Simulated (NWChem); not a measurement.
System: O3 anion, doublet

NWChem input:

```
start job
memory heap 200 mb stack 900 mb global 1100 mb
charge -1
geometry units angstroms noautoz
  O     -1.135102     0.000000    -0.238988
  O      0.000000     0.000000     0.477976
  O      1.135102     0.000000    -0.238988
end
basis spherical
  * library def2-svp
end
dft
  odft
  mult 2
  xc pbe0
  iterations 150
  mulliken
end
task dft gradient
```

NWChem printed, in part:

```
             Northwest Computational Chemistry Package (NWChem) 7.3.0
             --------------------------------------------------------

 C2V symmetry detected

                             Geometry "geometry" -> ""
                             -------------------------

 Output coordinates in angstroms (scale by  1.889725989 to convert to a.u.)

  No.       Tag          Charge          X              Y              Z
 ---- ---------------- ---------- -------------- -------------- --------------
    1 O                    8.0000    -1.13510200     0.00000000    -0.23898800
    2 O                    8.0000     0.00000000     0.00000000     0.47797600
    3 O                    8.0000     1.13510200     0.00000000    -0.23898800

 Effective nuclear repulsion energy (a.u.)      65.3697110344

      Symmetry information
      --------------------

 Group name             C2v
 Group number             16
 Group order               4
 No. of unique centers     2

                                 NWChem DFT Module
                                 -----------------

 Summary of "ao basis" -> "ao basis" (spherical)
 ------------------------------------------------------------------------------
       Tag                 Description            Shells   Functions and Types
 ---------------- ------------------------------  ------  ---------------------
 O                          def2-svp                 6       14   3s2p1d

      Symmetry analysis of basis
      --------------------------

        a1         17
        a2          5
        b1         13
        b2          7

            General Information
            -------------------
          SCF calculation type: DFT
          Wavefunction type:  spin polarized.
          No. of atoms     :     3
          No. of electrons :    25
           Alpha electrons :    13
            Beta electrons :    12
          Charge           :    -1
          Spin multiplicity:     2
          Use of symmetry is: on ; symmetry adaption is: on
          Maximum number of iterations: 150
          AO basis - number of functions:    42
                     number of shells:    18
          Convergence on energy requested:  1.00D-06
          Convergence on density requested:  1.00D-05
          Convergence on gradient requested:  5.00D-04

              XC Information
              --------------
                         PBE0 Method XC Functional
                     Hartree-Fock (Exact) Exchange  0.250
          PerdewBurkeErnzerhof Exchange Functional  0.750
            Perdew 1991 LDA Correlation Functional  1.000 local
           PerdewBurkeErnz. Correlation Functional  1.000 non-local

             Grid Information
             ----------------
          Grid used for XC integration:  medium
          Radial quadrature: Mura-Knowles
          Angular quadrature: Lebedev.
          Tag              B.-S. Rad. Rad. Pts. Rad. Cut. Ang. Pts.
          ---              ---------- --------- --------- ---------
          O                   0.60       49           7.0       434
          Grid pruning is: on
          Number of quadrature shells:    98
          Spatial weights used:  Erf1

      Superposition of Atomic Density Guess
      -------------------------------------

 Sum of atomic energies:        -224.07346161

 Renormalizing density from      24.00 to     25

      Non-variational initial energy
      ------------------------------

 Total energy =    -229.531460
 1-e energy   =    -458.112272
 2-e energy   =     163.211101
 HOMO         =       0.281826
 LUMO         =       0.632050

   Symmetry analysis of molecular orbitals - initial alpha
   -------------------------------------------------------

  Numbering of irreducible representations:

     1 a1          2 a2          3 b1          4 b2

  Orbital symmetries:

     1 b1          2 a1          3 a1          4 a1          5 b1
     6 a1          7 b1          8 a1          9 b2         10 a2
    11 b1         12 a1         13 b2         14 a1         15 b1
    16 a1         17 b1         18 a1         19 a1         20 b2
    21 a2         22 b1         23 b2

   Symmetry analysis of molecular orbitals - initial beta
   ------------------------------------------------------

  Numbering of irreducible representations:

     1 a1          2 a2          3 b1          4 b2

  Orbital symmetries:

     1 b1          2 a1          3 a1          4 a1          5 b1
     6 a1          7 b1          8 a1          9 b2         10 a2
    11 b1         12 a1         13 b2         14 a1         15 b1
    16 a1         17 b1         18 a1         19 a1         20 b2
    21 a2         22 b1         23 b2

     ---------------------------------------------
      Total Density - Mulliken Population Analysis
     ---------------------------------------------

    Atom       Charge   Shell Charges
 -----------   ------   -------------------------------------------------------
    1 O    8     8.78   1.99  1.04  0.84  2.61  2.29  0.01
    2 O    8     7.44   1.99  0.98  0.79  2.02  1.64  0.03
    3 O    8     8.78   1.99  1.04  0.84  2.61  2.29  0.01

     --------------------------------------------
      Spin Density - Mulliken Population Analysis
     --------------------------------------------

    Atom       Charge   Shell Charges
 -----------   ------   -------------------------------------------------------
    1 O    8     0.23   0.00  0.00  0.00  0.13  0.10  0.00
    2 O    8     0.54   0.00  0.00  0.00  0.31  0.23  0.00
    3 O    8     0.23   0.00  0.00  0.00  0.13  0.10  0.00

   convergence    iter        energy       DeltaE   RMS-Dens  Diis-err
 ---------------- ----- ----------------- --------- --------- ---------
 d= 0,ls=0.0,diis     1   -224.7419602703 -2.90D+02  2.48D-02  8.89D-01
                                                     2.39D-02  7.50D-01
 d= 0,ls=0.0,diis     2   -224.3282057457  4.14D-01  1.52D-02  1.97D+00
                                                     1.64D-02  2.03D+00
 d= 0,ls=0.0,diis     3   -225.0283516966 -7.00D-01  3.38D-03  8.62D-02
                                                     3.71D-03  9.06D-02
 d= 0,ls=0.0,diis     4   -225.0587007843 -3.03D-02  6.05D-04  2.52D-03
                                                     4.62D-04  2.08D-03
 d= 0,ls=0.0,diis     5   -225.0595459278 -8.45D-04  4.51D-05  5.63D-06
                                                     7.50D-05  7.71D-06
  Resetting Diis
 d= 0,ls=0.0,diis     6   -225.0595510784 -5.15D-06  1.89D-05  9.75D-07
                                                     1.82D-05  6.60D-07
 d= 0,ls=0.0,diis     7   -225.0595515509 -4.72D-07  6.25D-06  6.77D-08
                                                     7.90D-06  6.41D-08

         Total DFT energy =     -225.059551550867
      One electron energy =     -447.664605901184
           Coulomb energy =      182.890864977305
    Exchange-Corr. energy =      -25.655521661372
 Nuclear repulsion energy =       65.369711034385

 Numeric. integr. density =       24.999996790890

                  Occupations of the irreducible representations
                  ----------------------------------------------

                     irrep           alpha         beta
                     --------     --------     --------
                     a1                6.0          6.0
                     a2                1.0          1.0
                     b1                4.0          4.0
                     b2                2.0          1.0

                    DFT Final Alpha Molecular Orbital Analysis
                    ------------------------------------------

 Vector   11  Occ=1.000000D+00  E=-2.407379D-03  Symmetry=a1
              MO Center= -2.7D-13, -2.8D-17, -1.4D-01, r^2= 1.8D+00
   Bfn.  Coefficient  Atom+Function         Bfn.  Coefficient  Atom+Function
  ----- ------------  ---------------      ----- ------------  ---------------
     6      0.428571  1 O  pz                34      0.428571  3 O  pz
     9      0.346583  1 O  pz                37      0.346583  3 O  pz
    20     -0.260054  2 O  pz                17     -0.214199  2 O  s
    23     -0.173372  2 O  pz                16     -0.098490  2 O  s
     7     -0.070082  1 O  px                35      0.070082  3 O  px

 Vector   12  Occ=1.000000D+00  E=-1.093523D-03  Symmetry=b1
              MO Center=  2.7D-13, -4.2D-16, -2.1D-01, r^2= 1.9D+00
   Bfn.  Coefficient  Atom+Function         Bfn.  Coefficient  Atom+Function
  ----- ------------  ---------------      ----- ------------  ---------------
     4      0.338043  1 O  px                32      0.338043  3 O  px
     6     -0.330281  1 O  pz                34      0.330281  3 O  pz
     7      0.267746  1 O  px                35      0.267746  3 O  px
     9     -0.253988  1 O  pz                37      0.253988  3 O  pz
    18     -0.046220  2 O  px                 2      0.026349  1 O  s

 Vector   13  Occ=1.000000D+00  E= 4.115412D-02  Symmetry=b2
              MO Center= -2.3D-14, -1.1D-17, -2.5D-02, r^2= 1.6D+00
   Bfn.  Coefficient  Atom+Function         Bfn.  Coefficient  Atom+Function
  ----- ------------  ---------------      ----- ------------  ---------------
    19      0.452768  2 O  py                 5     -0.407761  1 O  py
    33     -0.407761  3 O  py                 8     -0.342674  1 O  py
    36     -0.342674  3 O  py                22      0.338022  2 O  py

 Vector   14  Occ=0.000000D+00  E= 3.872468D-01  Symmetry=a1
              MO Center=  1.2D-15, -5.0D-17, -6.0D-02, r^2= 1.6D+00
   Bfn.  Coefficient  Atom+Function         Bfn.  Coefficient  Atom+Function
  ----- ------------  ---------------      ----- ------------  ---------------
    17      0.871965  2 O  s                 23     -0.596268  2 O  pz
     7     -0.544763  1 O  px                35      0.544763  3 O  px
    20     -0.416259  2 O  pz                 3     -0.399652  1 O  s
    31     -0.399652  3 O  s                  4     -0.379720  1 O  px
    32      0.379720  3 O  px                16      0.346548  2 O  s

 Vector   15  Occ=0.000000D+00  E= 4.627868D-01  Symmetry=b1
              MO Center= -2.6D-15, -5.0D-17,  1.3D-01, r^2= 1.5D+00
   Bfn.  Coefficient  Atom+Function         Bfn.  Coefficient  Atom+Function
  ----- ------------  ---------------      ----- ------------  ---------------
    21      0.871578  2 O  px                18      0.595473  2 O  px
     3      0.441131  1 O  s                 31     -0.441131  3 O  s
     7      0.426194  1 O  px                35      0.426194  3 O  px
     9      0.393638  1 O  pz                37     -0.393638  3 O  pz
     6      0.265342  1 O  pz                34     -0.265342  3 O  pz

 Vector   16  Occ=0.000000D+00  E= 1.032726D+00  Symmetry=a1
              MO Center=  2.2D-15,  4.1D-17,  1.6D-01, r^2= 2.0D+00
   Bfn.  Coefficient  Atom+Function         Bfn.  Coefficient  Atom+Function
  ----- ------------  ---------------      ----- ------------  ---------------
     3      1.006371  1 O  s                 31      1.006371  3 O  s
     2     -0.863528  1 O  s                 30     -0.863528  3 O  s
    16     -0.802924  2 O  s                 23      0.651024  2 O  pz
    20     -0.339919  2 O  pz                 7      0.300561  1 O  px
    35     -0.300561  3 O  px                15     -0.167635  2 O  s

                     DFT Final Beta Molecular Orbital Analysis
                     -----------------------------------------

 Vector   10  Occ=1.000000D+00  E= 7.608573D-03  Symmetry=b1
              MO Center=  2.0D-17, -2.2D-31, -2.1D-01, r^2= 1.9D+00
   Bfn.  Coefficient  Atom+Function         Bfn.  Coefficient  Atom+Function
  ----- ------------  ---------------      ----- ------------  ---------------
     4      0.336977  1 O  px                32      0.336977  3 O  px
     6     -0.328010  1 O  pz                34      0.328010  3 O  pz
     7      0.270502  1 O  px                35      0.270502  3 O  px
     9     -0.255272  1 O  pz                37      0.255272  3 O  pz
    18     -0.045140  2 O  px                21      0.029111  2 O  px

 Vector   11  Occ=1.000000D+00  E= 7.960881D-03  Symmetry=a1
              MO Center= -1.3D-15,  8.4D-17, -1.3D-01, r^2= 1.8D+00
   Bfn.  Coefficient  Atom+Function         Bfn.  Coefficient  Atom+Function
  ----- ------------  ---------------      ----- ------------  ---------------
     6      0.424466  1 O  pz                34      0.424466  3 O  pz
     9      0.347928  1 O  pz                37      0.347928  3 O  pz
    20     -0.265247  2 O  pz                17     -0.219391  2 O  s
    23     -0.181649  2 O  pz                16     -0.100338  2 O  s
     7     -0.071820  1 O  px                35      0.071820  3 O  px

 Vector   12  Occ=1.000000D+00  E= 2.296568D-02  Symmetry=a2
              MO Center=  9.1D-16,  1.0D-15, -2.3D-01, r^2= 1.9D+00
   Bfn.  Coefficient  Atom+Function         Bfn.  Coefficient  Atom+Function
  ----- ------------  ---------------      ----- ------------  ---------------
     5      0.444918  1 O  py                33     -0.444918  3 O  py
     8      0.378175  1 O  py                36     -0.378175  3 O  py
    24     -0.028426  2 O  d -2

 Vector   13  Occ=0.000000D+00  E= 1.999080D-01  Symmetry=b2
              MO Center=  2.2D-15, -7.9D-17,  1.4D-02, r^2= 1.6D+00
   Bfn.  Coefficient  Atom+Function         Bfn.  Coefficient  Atom+Function
  ----- ------------  ---------------      ----- ------------  ---------------
    19      0.460521  2 O  py                22      0.399451  2 O  py
     5     -0.377412  1 O  py                33     -0.377412  3 O  py
     8     -0.361138  1 O  py                36     -0.361138  3 O  py

 Vector   14  Occ=0.000000D+00  E= 4.045662D-01  Symmetry=a1
              MO Center= -6.4D-16, -4.2D-17, -6.1D-02, r^2= 1.5D+00
   Bfn.  Coefficient  Atom+Function         Bfn.  Coefficient  Atom+Function
  ----- ------------  ---------------      ----- ------------  ---------------
    17      0.904283  2 O  s                 23     -0.606143  2 O  pz
     7     -0.552582  1 O  px                35      0.552582  3 O  px
     3     -0.416386  1 O  s                 31     -0.416386  3 O  s
    20     -0.412947  2 O  pz                 4     -0.375710  1 O  px
    32      0.375710  3 O  px                16      0.349599  2 O  s

 Vector   15  Occ=0.000000D+00  E= 4.771171D-01  Symmetry=b1
              MO Center=  8.6D-16,  2.2D-18,  1.4D-01, r^2= 1.5D+00
   Bfn.  Coefficient  Atom+Function         Bfn.  Coefficient  Atom+Function
  ----- ------------  ---------------      ----- ------------  ---------------
    21      0.889404  2 O  px                18      0.594562  2 O  px
     3      0.455265  1 O  s                 31     -0.455265  3 O  s
     7      0.429851  1 O  px                35      0.429851  3 O  px
     9      0.398594  1 O  pz                37     -0.398594  3 O  pz
     6      0.263342  1 O  pz                34     -0.263342  3 O  pz

     ---------------------------------------------
      Total Density - Mulliken Population Analysis
     ---------------------------------------------

    Atom       Charge   Shell Charges
 -----------   ------   -------------------------------------------------------
    1 O    8     8.48   1.99  1.10  0.84  2.72  1.81  0.02
    2 O    8     8.05   1.99  1.14  0.71  2.71  1.46  0.04
    3 O    8     8.48   1.99  1.10  0.84  2.72  1.81  0.02

[...]

                         DFT ENERGY GRADIENTS

    atom               coordinates                        gradient
                 x          y          z           x          y          z
   1 O      -2.145032   0.000000  -0.451622   -0.011240   0.000000  -0.007369
   2 O       0.000000   0.000000   0.903244    0.000000   0.000000   0.014737
   3 O       2.145032   0.000000  -0.451622    0.011240   0.000000  -0.007369
```

Level: PBE0/def2-SVP, spin-unrestricted. In the optimisation the excess spin sits in b2 (C2v, its own frame). Sets without diffuse functions describe the anion's extra electron poorly. Geometry: optimised at B3LYP/def2-SVPD, spin-unrestricted. No stability test was run on the SCF state. The highest occupied level is positive, so the extra electron may be held by the finite basis.
